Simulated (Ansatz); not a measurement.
# SiPF (triplet): the correlation ladder, def2-QZVPP

The task here is to estimate one member of a computed series from the others.

The runs use Ansatz 0.2.0, Gaussian basis; def2-QZVPP, core rule «outside noble gas», up to 11 orbitals frozen.

To be run: UHF; ROHF; CCSD(T) on UHF.

2 further runs of the same task are left out: 2 set aside as unsound or not needed. Runs told in other sessions of the task aren't counted.

## What is computed

The geometry is a PBE0/def2-TZVP stationary point (not a proven minimum).

3 atoms, charge 0, spin multiplicity 3.

Atoms are counted from 1 here; the program's logs count them from 0.

Bond lengths: F1–P2 1.612 Å, P2–Si3 2.219 Å. Angles: F1–P2–Si3 106.4°.

The first run:

The input, in.yaml:

```yaml
crystal:
  periodic: [false, false, false]
  atoms:
    - {symbol: F, position_ang: [0.000000, -0.674306, 1.490349]}
    - {symbol: P, position_ang: [0.000000, 0.600388, 0.503498]}
    - {symbol: Si, position_ang: [0.000000, -0.205998, -1.563422]}
basis:
  gaussian: {orbitals: "def2-QZVPP.json"}
magnetization: {spin_polarized: true, initial_magnetization: 2}
hamiltonian: {xc: hf}
output: {orbitals: {seedname: orbitals}}
```

Started as:

```console
> ansatz run in.yaml --threads 1 --pin off --events-out ev --progress --plain --max-ram 2393MiB
```

Steps of the session up to this table: UHF; ROHF; CCSD(T) on UHF.

One of the session's tables, all rows but one given; the rest of the session is left out.

```
  method  from UCCSD(T) (meV)
    ROHF             +14771.0
     UHF                    ?
    UMP2              +1366.3
   UCCSD               +628.3
UCCSD(T)                    0
```

Estimate the missing values for UHF.

**Answer.** from UCCSD(T) (meV): +14536.6. In the column «from UCCSD(T) (meV)» it lies between UMP2 (+1366.3) and ROHF (+14771.0).
